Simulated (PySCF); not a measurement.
# Stationary points of B(OH)₂

These are results of PySCF, PBE0, basis B def2-TZVP, O def2-TZVP, H def2-TZVP (no relativity, density fitting), not measurements.

Relaxations began from a few typed shapes; open shells are unrestricted. The search is not exhaustive: other isomers or separated fragments can lie lower, and high-lying points may rest on an excited occupation.

Q: Order these stationary points by electronic energy, lowest first, in kJ/mol from the lowest minimum.
A. doublet Cs: B–O 1.341 Å, B–O 1.355 Å, O–H 0.959 Å, O–H 0.967 Å; B–O–H 113.4°, B–O–H 113.8°, O–B–O 123.3°
B. doublet C2v: B–O 1.346 Å (×2), O–H 0.967 Å (×2); B–O–H 116.4° (×2), O–B–O 129.4°

A: A (0.0), B (18.2).

Q: Which of them are minima?

A: By energy in kJ/mol, 0.0: minimum; 18.2: minimum.
